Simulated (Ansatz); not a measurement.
# C2 (charge -1): geometry optimisation in Python

Aim: a geometry optimisation, for C2 (charge -1), run from a script.

Computed with Ansatz 0.2.0 through its Python package. Level of theory: r2SCAN+D3(BJ)/cc-pVDZ.

## (1) Starting point

Bond lengths: C1–C2 1.205 Å.

The script holds or builds the structure itself.

## (2) The code

run_opt.py

```python
import itertools

import ansatz as az
from ase import Atoms
from ase.data import atomic_numbers, covalent_radii
import numpy as np

SETTINGS = {
    "basis_set": "cc-pVDZ",
    "xc": "r2scan",
    "dispersion": "d3bj",
    "net_charge": -1,
}

atoms = Atoms(["C", "C"], positions=[
    (0.6027, 0.0, 0.0),
    (-0.6027, 0.0, 0.0),
])
system = az.Crystal.molecule_from_ase(atoms)

job = (
    system.calculation()
    .basis(gaussian=SETTINGS["basis_set"])
    .functional(SETTINGS["xc"], dispersion=SETTINGS["dispersion"])
    .charge(SETTINGS["net_charge"])
    .spin("collinear", total=1)
)
symbols = [site.symbol for site in system.cartesian_sites]
start = np.array([site.position_ang for site in system.cartesian_sites], dtype=float)
def progress(event):
    if event["event"] == "relax_step":
        row = event["data"]
        print(f"step {row['step']:3d}  E = {row['lagrangian_ev']:.6f} eV  largest force component {row['allowed_force_max_ev_ang']:.4f} eV/A")


data = job.relax(force_tolerance=0.005).session().plan().execute(on_event=progress).report
end = np.array(data["positions_ang"])

print("reference energy %16.6f eV" % data["reference_energy_ev"])
print("total energy     %16.6f eV" % data["free_energy_ev"])
print("occupied orbitals outside the frozen core (up, down):", data["n_occupied"], " frozen:", data["n_frozen"], " virtual:", data["n_virtual"])

radius = [covalent_radii[atomic_numbers[s]] for s in symbols]
span = lambda where, i, j: np.linalg.norm(where[i] - where[j])
bonded = [(i, j) for i, j in itertools.combinations(range(len(symbols)), 2) if min(span(start, i, j), span(end, i, j)) < 1.2 * (radius[i] + radius[j])]
print("pair        before    after (A)")
for i, j in bonded:
    print(f"{symbols[i]}{i}-{symbols[j]}{j}".ljust(10), f"{span(start, i, j):8.4f} {span(end, i, j):8.4f}")
with open("c2_opt.xyz", "w") as handle:
    handle.write(f"{len(symbols)}\nrelaxed C2(-)\n")
    handle.writelines(f"{s:2s} {x:11.6f} {y:11.6f} {z:11.6f}\n" for s, (x, y, z) in zip(symbols, end))
```

## (3) The run

The run is started by

```bash
python run_opt.py
```

**Question.** What results will this script give? Wanted: total energy; <S²> of the mean field; moves of the relaxation; energy gained; last largest force component.

As calculated:

| quantity | value |
| --- | --- |
| total energy | -2067.6169 eV |
| <S²> of the mean field (pure state) | 0.754 (0.75) |
| moves of the relaxation | 3 |
| energy gained | 0.218 eV |
| last largest force component | 0.0006 eV/Å |

In words: The relaxation took 3 moves; the largest shift is 0.035 Å. Notes:
- The end point is the stationary point reached from this start; no frequency run checks that it is a minimum, and the basis set is modest.
- The run takes the species as open-shell (spin multiplicity 2), which needn't be its ground state.
- Total less reference energy is the dispersion correction.
- Anions want diffuse functions, which this basis lacks.
- A dispersion term here runs with damping parameters fitted for another variant or functional.
